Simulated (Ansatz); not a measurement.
C3H5FS (`C=CC(F)S`), relaxed with RKS PBE0-D4/def2-TZVP in Ansatz from a PBE-D4/def2-SVP geometry. The force threshold is 0.005 eV/Å; the program also tests the step.

The species carries charge 0 and has multiplicity 1.

Start:

```xyz
10

C    -0.247    1.382    0.698
C    -0.282    0.540   -0.349
C     0.633   -0.639   -0.495
F     1.595   -0.648    0.496
S    -0.311   -2.217   -0.538
H     0.493    1.250    1.502
H    -0.948    2.226    0.773
H    -1.013    0.663   -1.165
H     1.147   -0.625   -1.484
H    -1.066   -1.933    0.561
```

| step | energy (eV) | largest force (eV/Å) | largest move (Å) |
| --- | --- | --- | --- |
| 1 | -16736.5318 | 0.706 | 0.000 |
| 2 | -16736.5808 | 0.317 | 0.026 |
| 3 | -16736.5855 | 0.090 | 0.034 |
| 4 | -16736.5868 | 0.084 | 0.030 |
| 5 (rejected) | -16736.5867 | 0.076 | 0.008 |
| 6 | -16736.5873 | 0.023 | 0.004 |
| 7 | -16736.5873 | 0.018 | 0.010 |
| 8 | -16736.5873 | 0.018 | 0.009 |
| 9 | -16736.5874 | 0.002 | 0.003 |

End:

```xyz
10

C    -0.242    1.365    0.691
C    -0.281    0.531   -0.336
C     0.626   -0.639   -0.494
F     1.599   -0.641    0.477
S    -0.287   -2.199   -0.509
H     0.484    1.248    1.486
H    -0.937    2.193    0.760
H    -1.007    0.649   -1.134
H     1.133   -0.613   -1.465
H    -1.089   -1.893    0.524
```

Run time 20 s (4 threads of an Intel Xeon Platinum 8488C on a shared host); peak host memory 0.49 GiB.
